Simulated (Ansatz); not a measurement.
## Equilibrium of C2H2F2 ⇌ C2F2 + H2 at process temperatures

Species: C2H2F2 `F/C=C/F`, singlet; C2F2 `FC#CF`, singlet; H2 (hydrogen), singlet. 

The electronic reaction energy at CCSD(T)/CBS estimate is +338.6 kJ/mol. Shapes: PBE0-D4/def2-TZVP. Programs: Ansatz 0.2.0. Enthalpy and entropy come from rigid-rotor, harmonic-oscillator sums on unscaled PBE0-D4/def2-TZVP wavenumbers, ideal gases at 1 bar. Symmetry numbers: C2H2F2 2, C2F2 2, H2 2. R = 8.3145 J/(mol K).

```
T (K)  ΔH (kJ/mol)  ΔS (J/(mol K))
  500       +318.0          +124.1
  700       +320.6          +128.7
  900            ?               ?
```

Work out ln K at 500 and 700 K, and from these estimate it at 900 K.


1. 500 K: ΔG = +318.0 − 500 × (+124.1)/1000 = +255.9 kJ/mol; ln K = −ΔG/RT = -61.56.
2. 700 K: ΔG = +320.6 − 700 × (+128.7)/1000 = +230.5 kJ/mol; ln K = −ΔG/RT = -39.60.
3. Slope against 1000/T: (-39.60 − (-61.56))/(1.4286 − 2.0000) = -38.43, that is −ΔH/R with ΔH near +320 kJ/mol.
4. 900 K: ln K = -61.56 + (-38.43) × (1.1111 − 2.0000) = -27.40.

The full sums give ΔH = +321.9 kJ/mol, ΔS = +130.3 J/(mol K), ΔG = +204.6 kJ/mol and ln K = -27.34 at 900 K, so the line is off by -0.06 in ln K; without rounding the miss is -0.08, from the change of ΔH with temperature. The reactants are favoured over this whole range. The number of molecules rises, which sets the sign of ΔS, and lower pressure favours the products. An error of 10 kJ/mol in the energy moves ln K by 1.3 at 900 K. The CBS estimate extrapolates MP2 from def2-TZVPP and def2-QZVPP and adds CCSD(T) − MP2 in the triple-zeta set, cores frozen; for H2 it overshoots the exact energy by about 1 mEh.
